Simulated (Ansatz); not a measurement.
# V₃O₅ (C2/c)

All numbers below come from DFT PBEsol, scalar-relativistic, plane waves, PAW in Ansatz.

Plane waves to 420 eV, a k mesh through Γ of 8×8×6 on the computed 16-atom cell and Gaussian smearing (0.10 eV); collinear spin from starting moments 1.46 1.46 1.29 1.29 1.29 1.29 0 0 0 0 0 0 0 0 0 0 μB.

The structure is relaxed at this level of theory with its symmetry kept. Whether it is the stable form of this composition wasn't checked.

The structure is monoclinic, space group C2/c (No. 15). Conventional cell: a = 9.964 Å, b = 4.908 Å, c = 7.018 Å, α = 90.00°, β = 112.26°, γ = 90.00°. V (site symmetry -1) is surrounded by 6 O at 1.97 to 1.99 Å. V (site symmetry 1) has 6 O at 1.83 to 2.11 Å as nearest neighbours. O (site symmetry 1) has 4 V at 1.96 to 2.11 Å as nearest neighbours. O (site symmetry 2) is surrounded by 4 V at 1.99 to 2.06 Å. O (site symmetry 1) is surrounded by 3 V at 1.83 to 1.97 Å.

```json
{
 "Volume per atom": "9.93 Å³",
 "Formation energy from the elements' standard states (uncorrected)": "-2.383 eV/atom",
 "Kohn–Sham band gap": "none (metal)",
 "Density of states at the Fermi level": "11.07 states/eV per cell",
 "Löwdin character within 0.5 eV of the Fermi level": "V 3d 86 %, O 2p 12 %",
 "Total moment": "9.87 μB per cell",
 "Site moments (μB; atoms counted from 1 over the whole cell)": "V (atom 1) 1.33, V (atom 2) 1.33, V (atom 3) 1.17, V (atom 4) 1.17, V (atom 5) 1.17, V (atom 6) 1.17, O (atom 11) -0.05, O (atom 12) -0.05, O (atom 15) -0.05, O (atom 16) -0.05"
}
```

Only this magnetic start was tried.

Cost: 6 runs of about 95 core-minutes in all, on Intel Xeon 6975P-C (Granite Rapids) (shared hosts).